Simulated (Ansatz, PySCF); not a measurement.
System: beryllium hydride, BeH, charge 0, multiplicity 2. SMILES: [BeH]
Geometry: optimised at B3LYP-D3(BJ)/def2-TZVP (Ansatz, a quantum-chemistry and plane-wave program).

PBE beside other levels, property by property. Cores are frozen in the correlated levels unless marked. Open shells are spin-unrestricted. Spin-orbit coupling is left out. Non-relativistic. CBS marks a two-point X^-3 extrapolation of the correlation energy; Hartree-Fock from the larger set. Unstable Hartree-Fock reference: Be atom. Rows marked 298 K are enthalpies with B3LYP-D3(BJ) harmonic zero-point and thermal terms from PySCF. Enthalpies of formation rest on the atoms' values in the G2/97 table (older ones for B and Si), with no core term in the frozen-core levels. Vertical energies are electronic, to the SCF solution reached for that spin. The coupled-cluster column (Ansatz) is a level with limits of its own: CCSD(T)/CBS(def2-TZVPPD,def2-QZVPPD).

| property | PBE/def2-TZVPD (Ansatz) | r2SCAN/def2-TZVPD (Ansatz) | PBE0/def2-TZVPD (Ansatz) | wB97X-V/def2-TZVPD (Ansatz) | coupled cluster | measured |
|---|---|---|---|---|---|---|
| vertical ionisation energy to the singlet (eV) | 8.42 | 8.42 | 8.44 | 8.29 | 8.30 | - |
| enthalpy of formation at 298 K by atomisation (kcal/mol) | 76.8 | 72.3 | 76.5 | 77.4 | 81.1 | 81.7 |

Measured values: G2/97 table in ASE (Curtiss et al.); they hold spin-orbit effects, which all levels lack, and core correlation, which the frozen-core levels lack. This is an older compilation, not checked against later work.

As the rows show:
- vertical ionisation energy to the singlet: PBE lies 0.12 eV above coupled cluster.
- enthalpy of formation at 298 K by atomisation: PBE lies 4.9 kcal/mol below the measured value.
